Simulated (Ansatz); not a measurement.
A relaxed structure of GaN. Method: PBEsol (plane waves to 420 eV, PAW, scalar-relativistic; Ansatz, an electronic-structure program).

```xyz
4
Lattice="3.1826 0.0000 0.0000 -1.5913 2.7562 0.0000 0.0000 0.0000 5.1853" Properties=species:S:1:pos:R:3 pbc="T T T"
Ga     1.5913     0.9187     0.0047
Ga     0.0000     1.8375     2.5974
N      1.5913     0.9187     3.2371
N      0.0000     1.8375     0.6445
```

Question: Find the space group and the Wyckoff positions (tolerance 0.01 Å).

Answer: Space group P6₃mc (No. 186); a = 3.1826 Å, b = 3.1826 Å, c = 5.1853 Å, α = 90.00°, β = 90.00°, γ = 120.00°

| atom | site | symmetry | x | y | z |
|---|---|---|---|---|---|
| Ga | 2b | 3m. | 0.6667 | 0.3333 | 0.0009 |
| N | 2b | 3m. | 0.3333 | 0.6667 | 0.1243 |

This is the wurtzite type.

Question: Give the shortest distances between elements (the closest pairs, up to four, under 3.6 Å).

Answer: Ga–N 1.95 Å; Ga–Ga 3.18 Å; N–N 3.18 Å.

Volume per atom: 11.37 Å³
Band gap: 1.88 eV, direct at Γ (no spin-orbit coupling)

No spin polarisation in the result.

Measured for GaN: a 3.189 Å (room temperature; as listed in M J Lucero, T M Henderson, G E Scuseria, Journal of Physics Condensed Matter (2012)); c 5.185 Å (room temperature; as listed in M J Lucero, T M Henderson, G E Scuseria, Journal of Physics Condensed Matter (2012)); gap 3.68 eV (static lattice; corrected from measurement; as listed in Wei Chen et al., Physical Review Materials (2018)). Computed minus measured — a: PBEsol -0.2 %; c: PBEsol 0.0 %; gap: PBEsol -1.80 eV. The computed values are for a static lattice, and a measured gap can be an optical one, lowered by exciton binding.

The run could not lose the symmetry of its start; a randomly shaken copy of 4 atoms returns to this structure.
